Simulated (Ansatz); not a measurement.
The input, for Ansatz 0.2.0:

```yaml
crystal:
  periodic: [false, false, false]
  atoms:
    - {symbol: Si, position_ang: [0.000000, 0.000000, 1.249328]}
    - {symbol: Al, position_ang: [0.000000, 0.000000, -1.159384]}
    - {symbol: H, position_ang: [0.000000, 1.405470, -1.888034]}
    - {symbol: H, position_ang: [0.000000, -1.405470, -1.888034]}
basis:
  gaussian: {orbitals: cc-pVDZ}
magnetization: {spin_polarized: false, initial_magnetization: 3}
correlation: {active_space: {window: {electrons: 9, orbitals: 6}}}
output: {forces: true}
```

```sh
$ ansatz run in.yaml --threads 1 --pin off --events-out ev --progress --plain --max-ram 2393MiB
```

The program prints:

```
451 factors; integrals over basis functions are off by at most 9.2e-4 eV
mean field evaluation 1: about -14473.4418 eV, gradient 8.2e0 eV
mean field evaluation 2: about -14473.4448 eV, gradient 8.2e0 eV
mean field evaluation 4: about -14474.4569 eV, gradient 1.0e0 eV
mean field evaluation 8: about -14474.5084 eV, gradient 1.7e-1 eV
mean field -14474.51065425 eV, -531.9284553680 hartree, gradient 2.4e-6 eV, S^2 3.750000; 0 other end points of the search recorded, 0 dependent functions left out
reference -14474.51065425 eV, -531.9284553680 hartree; 16, 13 occupied and 30, 33 virtual orbitals, 451 factors
state -14474.51291746 eV, -531.9285385393 hartree
the calculation of the forces begins
Total energy: -14474.51291746 eV, -531.9285385393 hartree
Atom 0 at     0.000000     0.000000     1.249328 Å, force     0.000000     0.000000     0.212765 eV/Å
Atom 1 at     0.000000     0.000000    -1.159384 Å, force    -0.000000    -0.000000    -0.155141 eV/Å
Atom 2 at     0.000000     1.405470    -1.888034 Å, force     0.000000    -0.089751    -0.028812 eV/Å
Atom 3 at     0.000000    -1.405470    -1.888034 Å, force     0.000000     0.089751    -0.028812 eV/Å
Dipole moment:     0.000000    -0.000000    -0.111597 e Å
```

Forces (eV/Å):
```
Si   0.000  0.000  0.213
Al   0.000  0.000 -0.155
H    0.000 -0.090 -0.029
H    0.000  0.090 -0.029
```

Ran on 1 thread of Intel Xeon 6975P-C, shared host: 0.84 s wall, 0.1 GiB peak host memory.
